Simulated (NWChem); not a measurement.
Program: NWChem. System: F (+1), charge 1, spin multiplicity 3. Its SCF solution wasn't tested for a lower state. Level: UMP2/def2-TZVP, 1 core orbitals frozen.

The NWChem input:

```
start mol
memory heap 200 mb stack 900 mb global 1100 mb
charge 1
geometry units angstroms nocenter noautoz
  F      0.000000     0.000000     0.000000
  symmetry group D2h
end
basis spherical
  * library def2-tzvp
end
scf
  uhf
  nopen 2
  maxiter 100
  thresh 1e-7
  semidirect memsize 60000000 filesize 0
  # guess.movecs holds the orbitals of an unrestricted PBE0 run
  vectors input guess.movecs output mol.movecs
end
mp2
  freeze core 1
end
task mp2 energy
```

Part of the output:

```
             Northwest Computational Chemistry Package (NWChem) 7.3.0
             --------------------------------------------------------

                                NWChem Input Module
                                -------------------

 Scaling coordinates for geometry "geometry" by  1.889725989
 (inverse scale =  0.529177249)

                             Geometry "geometry" -> ""
                             -------------------------

 Output coordinates in angstroms (scale by  1.889725989 to convert to a.u.)

  No.       Tag          Charge          X              Y              Z
 ---- ---------------- ---------- -------------- -------------- --------------
    1 F                    9.0000     0.00000000     0.00000000     0.00000000

 Effective nuclear repulsion energy (a.u.)       0.0000000000

            Nuclear Dipole moment (a.u.)
            ----------------------------
        X                 Y               Z
 ---------------- ---------------- ----------------
     0.0000000000     0.0000000000     0.0000000000

      Symmetry information
      --------------------

 Group name             D2h
 Group number             26
 Group order               8
 No. of unique centers     1

      Symmetry unique atoms

     1


 Summary of "ao basis" -> "" (spherical)
 ------------------------------------------------------------------------------
       Tag                 Description            Shells   Functions and Types
 ---------------- ------------------------------  ------  ---------------------
 *                         def2-tzvp                  on all atoms

 Summary of "ao basis" -> "ao basis" (spherical)
 ------------------------------------------------------------------------------
       Tag                 Description            Shells   Functions and Types
 ---------------- ------------------------------  ------  ---------------------
 F                         def2-tzvp                11       31   5s3p2d1f

                                 NWChem SCF Module
                                 -----------------

  ao basis        = "ao basis"
[...]
  AO/Fock/Back tols     =   1.0D-09  1.0D-09  1.0D-09

 GA uses MA = F    GA memory limited = T

 Available:
  local mem=  1.26D+08
 global mem=  1.44D+08
 local disk=  0.00D+00
  mp2_memr nvloc                    26
  nvloc new                    26
   1 passes of   4:        3145728                       7158                    177079.
   1 passes of   4: M    126154738           G      144177278           F     123009010.

 Semi-direct pass number   1 of   1  for UHF alpha       at        0.1s
  vrange nnbf                   496
  mp2_eaftype                    10  avail_ma_in_mb                  1099
 EAF : mp2_eaftype filesize          10      88539.
  mp2_eaf for mointskh                     10
Node 0 wrote      0.4 Mb in      0.0 s     Agg I/O rate:  6023.5 Mb/s
 Done moints_semi at        0.1s
  mp2_eaftype                    10  avail_ma_in_mb                  1089
 EAF : mp2_eaftype filesize          10      88539.
  mp2_eaf for kh                    10
 Done maket at        0.1s
 Done multipass loop at        0.1s

 GA uses MA = F    GA memory limited = T

 Available:
  local mem=  1.26D+08
 global mem=  1.44D+08
 local disk=  0.00D+00
  mp2_memr nvloc                    28
  nvloc new                    28
   1 passes of   2:        3145728                       4759                     96132.
   1 passes of   2: M    126154738           G      144177278           F     123009010.

 Semi-direct pass number   1 of   1  for UHF beta        at        0.1s
  vrange nnbf                   496
  mp2_eaftype                    10  avail_ma_in_mb                  1099
 EAF : mp2_eaftype filesize          10      48066.
  mp2_eaf for mointskh                     10
Node 0 wrote      0.2 Mb in      0.0 s     Agg I/O rate:  7027.5 Mb/s
 Done moints_semi at        0.2s
  mp2_eaftype                    10  avail_ma_in_mb                  1089
 EAF : mp2_eaftype filesize          10      48066.
  mp2_eaf for kh                    10
 Done maket at        0.2s
 Done multipass loop at        0.2s

          -------------------------------------------
          SCF energy                 -98.836472751117
          Correlation energy          -0.140755610187
          Singlet pairs                0.000000000000
          Triplet pairs                0.000000000000
          Total MP2 energy           -98.977228361305
          -------------------------------------------

          ---------------------------------------------------
                    Spin Component Scaled (SCS) MP2
          Same spin pairs                     -0.034073969325
          Same spin scaling factor             0.333333333333
          Opposite spin pairs                 -0.106681640862
          Opposite spin scaling fact.          1.200000000000
          SCS-MP2 correlation energy          -0.139375958810
          Total SCS-MP2 energy               -98.975848709927
          ---------------------------------------------------

 -----------------------
 Performance information
 -----------------------

 Timer overhead =  1.19D-07 seconds/call

               Nr. of calls         CPU time (s)                 Wall time (s)                GFlops
             ---------------    -------------------     ------------------------------   -------------------
Name         Min   Avg   Max    Min     Avg     Max     Min     Avg     Max   Mx/calls   Min     Max     Sum
mp2: moin     2     2     2   7.74E-2 7.74E-2 7.74E-2  7.74E-2 7.74E-2 7.74E-2 3.87E-2   0.0     0.0     0.0
mp2: make     2     2     2   2.49E-3 2.49E-3 2.49E-3  2.49E-3 2.49E-3 2.49E-3 1.24E-3   0.0     0.0     0.0
mp2: tota     1     1     1   0.11    0.11    0.11     0.11    0.11    0.11    0.11      0.0     0.0     0.0

 The average no. of pstat calls per process was 5.00D+00
 with a timing overhead of 5.93D-07s

 Task  times  cpu:        0.2s     wall:        0.2s

 Total times  cpu:        0.2s     wall:        0.2s
```
